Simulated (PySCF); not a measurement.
## [C3H9O]+: core ionisation energies

Species: C₃H₉O (charge +1).
Numbering: `[CH3:1][O+:2]([CH3:3])[CH3:4]`

Geometry (GFN2-xTB, Å), atoms numbered from 1 in this order:
```
atom  x, y, z in Å
C1    -1.0403   -0.6316   -0.6493
O2     0.1407    0.1634   -0.4080
C3     1.2158   -0.6359    0.1309
C4    -0.1488    1.2997    0.4348
H5    -1.4357   -1.0564    0.2757
H6    -1.7920    0.0042   -1.1156
H7    -0.7796   -1.4310   -1.3419
H8     1.4368   -1.4345   -0.5763
H9     0.9529   -1.0618    1.1015
H10    2.0965   -0.0026    0.2307
H11   -0.4910    0.9897    1.4244
H12    0.7573    1.8974    0.5269
H13   -0.9170    1.8999   -0.0515
```

Computed with delta-SCF UKS SCAN, pcX-2 on the ionised atom, pcseg-1 elsewhere, spin-free X2C (PySCF 2.14.0). Vertical ΔSCF values, vacuum level as zero.

**Question.** What binding energy does each computed site have?

**Answer.** 
```
 atom(s)      environment  level  binding energy (eV)  count
C1/C3/C4  O-methyl carbon   C 1s               298.57      3
      O2   oxonium oxygen   O 1s               547.91      1
```

**Question.** What is the longest wavelength that can ionise O 1s of O2 (atom 2) vertically?

**Answer.** λ = hc/E = 12398.42 eV Å / 547.91 eV = 22.629 Å.

**Question.** Which photon energy gives electrons from O 1s of O2 a kinetic energy of 100 eV, and what is their de Broglie wavelength?

**Answer.** hν = 547.91 + 100 = 647.91 eV, recoil neglected; λ = 12.264 Å/√(E/eV) = 1.23 Å.

The first atom of each set that the bonding makes equivalent was ionised and stands for the set. The species carries charge +1, so core ionisation leaves charge +2. Isolated species at its GFN2-xTB geometry, gas phase.

Hardware: one thread, Arm Neoverse V2, no GPU, shared host. Cost: 11 s of wall time.
